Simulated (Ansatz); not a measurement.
Energy needed to pull apart Si2H4S (SMILES [SiH3][SiH]=S), closed shell, into free ground-state atoms, from the structure below (displaced at random from its PBE0-D4/def2-TZVP minimum); no zero-point or spin–orbit terms; open-shell atoms are treated unrestricted, in their ground-state multiplicity.

```xyz
7
angstrom
Si -0.8373 0.5700 -0.2830
Si 1.0565 -0.6978 0.3575
S 1.8127 -0.6097 2.1473
H -1.8325 -0.4226 -0.8146
H -0.4666 1.4209 -1.4142
H -1.3843 1.2937 0.8196
H 1.7015 -1.4688 -0.8597
```

Ansatz 0.2.0; basis: def2-TZVPP; cores frozen in the correlated methods.

```tsv
method	atomization energy (kJ/mol)
PBE-D4	?
r2SCAN-D4	1998
PBE0-D4	1968
wB97M-V	?
HF	1447
MP2	1923
CCSD	1895
CCSD(T)	1928
```

What does wB97M-V give? (Judge from chemistry; the value comes from the calculation.)

By the calculation: 1992 kJ/mol, which is about 65 kJ/mol more than CCSD(T)/def2-TZVPP.

What does PBE-D4 give? (To be estimated.)

Computed: 1986 kJ/mol, which is about 59 kJ/mol more than CCSD(T)/def2-TZVPP.

In triple zeta the MP2 and coupled-cluster atomization energies are still short of their basis limit by a few kcal/mol a bond, whereas those of the functionals are nearly converged, so these differences are not deviations from converged CCSD(T).

The T1 diagnostic stays at or below 0.018.

For scale, one of the runs: CCSD(T)/def2-TZVPP forces, 182 basis functions (an equivalent command: `ansatz run in.yaml --threads 2`). Hardware: 2 CPU threads, shared host. Wall time 2.2 min; peak host memory 2.8 GiB.
